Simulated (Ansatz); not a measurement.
Reaction (SMILES): ClCl (Cl2) + [H][H] (H2) → 2 Cl (HCl)
B3LYP-D3(BJ)/def2-TZVP geometries, fixed; electronic energies without zero-point terms.

Energies in hartree at MP2 with Ansatz (a first-principles code); the energy of full hydrogenation is their sum with the coefficients shown, times 627.509 kcal/mol a hartree. All functions are spherical. Cores are frozen. No added dispersion term, no relativity.

```csv
species,coefficient,part,cc-pV(D+d)Z,cc-pV(T+d)Z,cc-pV(Q+d)Z
ClCl (Cl2),-1,Hartree-Fock,-918.96450,-919.00055,-919.00825
ClCl (Cl2),-1,correlation,-0.27681,-0.37965,-0.41874
[H][H] (H2),-1,Hartree-Fock,-1.12874,-1.13293,-1.13342
[H][H] (H2),-1,correlation,-0.02641,-0.03169,-0.03312
Cl (HCl),+2,Hartree-Fock,-460.09154,-460.10776,-460.11172
Cl (HCl),+2,correlation,-0.14916,-0.20330,-0.22321
```

Predict the energy of full hydrogenation in cc-pV(5+d)Z (X = 5): let each Hartree-Fock step shrink by the ratio of the last two, and fit each correlation energy at X = 3 and 4 to E + A/X^3. Compare with the run.


- ClCl (Cl2): steps -0.03605 and -0.00770, ratio 0.214, so Hartree-Fock -919.00990 (run: -919.00968); A = (-0.37965 - (-0.41874))/(1/27 - 1/64) = 1.8256, correlation -0.41874 - A/64 + A/125 = -0.43266 (run: -0.43516).
- [H][H] (H2): steps -0.00419 and -0.00049, ratio 0.117, so Hartree-Fock -1.13348 (run: -1.13357); A = (-0.03169 - (-0.03312))/(1/27 - 1/64) = 0.0668, correlation -0.03312 - A/64 + A/125 = -0.03363 (run: -0.03367).
- Cl (HCl): steps -0.01622 and -0.00396, ratio 0.244, so Hartree-Fock -460.11269 (run: -460.11243); A = (-0.20330 - (-0.22321))/(1/27 - 1/64) = 0.9299, correlation -0.22321 - A/64 + A/125 = -0.23030 (run: -0.23141).
Predicted -47.89 kcal/mol; the run in cc-pV(5+d)Z gives -47.44, a miss of -0.45. Keeping the value in cc-pV(Q+d)Z, -47.90, would miss by -0.46. All sums are of the energies as printed.
